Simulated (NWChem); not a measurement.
Program: NWChem. System: CH$_{4}$S, charge 0, spin multiplicity 1, displaced from the optimised geometry. Level: B3LYP/cc-pVDZ, VWN1-RPA local correlation, spin-restricted.

Output (cleaned and shortened):

```
             Northwest Computational Chemistry Package (NWChem) 7.3.0
             --------------------------------------------------------

                                NWChem Input Module
                                -------------------

 Scaling coordinates for geometry "geometry" by  1.889725989
 (inverse scale =  0.529177249)

                             Geometry "geometry" -> ""
                             -------------------------

 Output coordinates in angstroms (scale by  1.889725989 to convert to a.u.)

  No.       Tag          Charge          X              Y              Z
 ---- ---------------- ---------- -------------- -------------- --------------
    1 C                    6.0000     1.04680800     0.47325800     0.00000000
    2 S                   16.0000    -0.57200000    -0.34130300     0.00000000
    3 H                    1.0000     1.35071800     1.69777700     1.79972700
    4 H                    1.0000     1.79508600    -0.33129100     0.00000000
    5 H                    1.0000     1.19876300     1.08551700    -0.89986300
    6 H                    1.0000    -1.32146700     0.78156600     0.00000000

 Effective nuclear repulsion energy (a.u.)      53.6332813420

            Nuclear Dipole moment (a.u.)
            ----------------------------
        X                 Y               Z
 ---------------- ---------------- ----------------
     0.2871400845     1.1570206413     1.7004963870


 Summary of "ao basis" -> "" (spherical)
 ------------------------------------------------------------------------------
       Tag                 Description            Shells   Functions and Types
 ---------------- ------------------------------  ------  ---------------------
 *                          cc-pvdz                   on all atoms

                                 NWChem DFT Module
                                 -----------------

 Summary of "ao basis" -> "ao basis" (spherical)
 ------------------------------------------------------------------------------
       Tag                 Description            Shells   Functions and Types
 ---------------- ------------------------------  ------  ---------------------
 C                          cc-pvdz                  6       14   3s2p1d
 S                          cc-pvdz                  8       18   4s3p1d
 H                          cc-pvdz                  3        5   2s1p

 Summary of "ao basis" -> "ao basis" (spherical)
[...]
    24      0.132101  2 S  pz                 3      0.120044  1 C  s

 Vector   12  Occ=2.000000D+00  E=-3.062290D-01
              MO Center=  2.3D-01,  2.4D-01,  3.5D-01, r^2= 2.8D+00
   Bfn.  Coefficient  Atom+Function         Bfn.  Coefficient  Atom+Function
  ----- ------------  ---------------      ----- ------------  ---------------
    24      0.340367  2 S  pz                27      0.303216  2 S  pz
     5      0.247459  1 C  py                 6      0.184641  1 C  pz
    23     -0.182656  2 S  py                33      0.170784  3 H  s
    34      0.160156  3 H  s                  9      0.151230  1 C  pz
     8      0.148336  1 C  py                26     -0.144878  2 S  py

 Vector   13  Occ=2.000000D+00  E=-2.355699D-01
              MO Center=  3.9D-01,  6.0D-01,  7.0D-01, r^2= 3.8D+00
   Bfn.  Coefficient  Atom+Function         Bfn.  Coefficient  Atom+Function
  ----- ------------  ---------------      ----- ------------  ---------------
    27      0.407915  2 S  pz                24      0.401306  2 S  pz
    34     -0.342556  3 H  s                 33     -0.313771  3 H  s
     6     -0.176240  1 C  pz                 9     -0.137791  1 C  pz
    43      0.105488  5 H  s                  8     -0.075373  1 C  py
     5     -0.072992  1 C  py                 3     -0.059410  1 C  s

 Vector   14  Occ=0.000000D+00  E=-9.981262D-02
              MO Center=  9.8D-01,  9.9D-01,  8.8D-01, r^2= 3.1D+00
   Bfn.  Coefficient  Atom+Function         Bfn.  Coefficient  Atom+Function
  ----- ------------  ---------------      ----- ------------  ---------------
    34      0.526424  3 H  s                  3     -0.429892  1 C  s
     6     -0.347710  1 C  pz                33      0.336930  3 H  s
     9     -0.327097  1 C  pz                27      0.214513  2 S  pz
     5     -0.212424  1 C  py                 8     -0.202855  1 C  py
     2     -0.167169  1 C  s                 24      0.153027  2 S  pz

 Vector   15  Occ=0.000000D+00  E= 1.735759D-02
              MO Center= -5.4D-01,  2.5D-01, -4.9D-02, r^2= 3.6D+00
   Bfn.  Coefficient  Atom+Function         Bfn.  Coefficient  Atom+Function
  ----- ------------  ---------------      ----- ------------  ---------------
    49      1.115558  6 H  s                 25      0.779925  2 S  px
     3     -0.751500  1 C  s                 26     -0.485014  2 S  py
    18     -0.422335  2 S  s                 44      0.394172  5 H  s
    39      0.317663  4 H  s                 22      0.277541  2 S  px
    48      0.251072  6 H  s                  9      0.223093  1 C  pz

 Vector   16  Occ=0.000000D+00  E= 4.630200D-02
              MO Center= -2.9D-01,  2.4D-01, -4.2D-02, r^2= 3.9D+00
   Bfn.  Coefficient  Atom+Function         Bfn.  Coefficient  Atom+Function
  ----- ------------  ---------------      ----- ------------  ---------------
    18     -1.162896  2 S  s                  3      1.119283  1 C  s
    49      0.868875  6 H  s                 26     -0.757280  2 S  py
     7     -0.530269  1 C  px                25     -0.505848  2 S  px
    39     -0.352180  4 H  s                  8     -0.337971  1 C  py
    44     -0.283942  5 H  s                  4     -0.281805  1 C  px

 center of mass
 --------------
 x =  -0.10548546 y =  -0.07771723 z =   0.03570172

 moments of inertia (a.u.)
 ------------------
          54.326482071695         -50.205085058643          -5.047363999203
         -50.205085058643         127.910731745149          -7.614516369856
          -5.047363999203          -7.614516369856         153.216469881575

     Multipole analysis of the density
     ---------------------------------

     L   x y z        total         alpha         beta         nuclear
     -   - - -        -----         -----         ----         -------
     0   0 0 0     -0.000000    -13.000000    -13.000000     26.000000

     1   1 0 0     -0.151862     -0.219501     -0.219501      0.287140
     1   0 1 0     -0.013127     -0.585074     -0.585074      1.157021
     1   0 0 1     -0.555614     -1.128055     -1.128055      1.700496

     2   2 0 0    -14.806909    -43.185281    -43.185281     71.563652
     2   1 1 0     -1.972888    -15.383284    -15.383284     28.793680
     2   1 0 1     -1.357405     -3.093101     -3.093101      4.828797
     2   0 2 0    -16.622069    -22.575715    -22.575715     28.529360
     2   0 1 1     -1.237290     -4.330264     -4.330264      7.423238
     2   0 0 2    -17.663179    -16.060800    -16.060800     14.458421

 Task  times  cpu:        2.4s     wall:        2.4s

 Total times  cpu:        2.5s     wall:        2.5s
```

Q: Write an NWChem input that would produce this output.

A: Several could match; the one computed here: 
```
start mol
memory heap 200 mb stack 900 mb global 1100 mb
geometry units angstroms nocenter noautoz noautosym
  C      1.046808     0.473258     0.000000
  S     -0.572000    -0.341303     0.000000
  H      1.350718     1.697777     1.799727
  H      1.795086    -0.331291     0.000000
  H      1.198763     1.085517    -0.899863
  H     -1.321467     0.781566     0.000000
end
basis spherical
  * library cc-pvdz
end
dft
  xc b3lyp
  semidirect memsize 60000000 filesize 0
  iterations 100
end
task dft energy
```
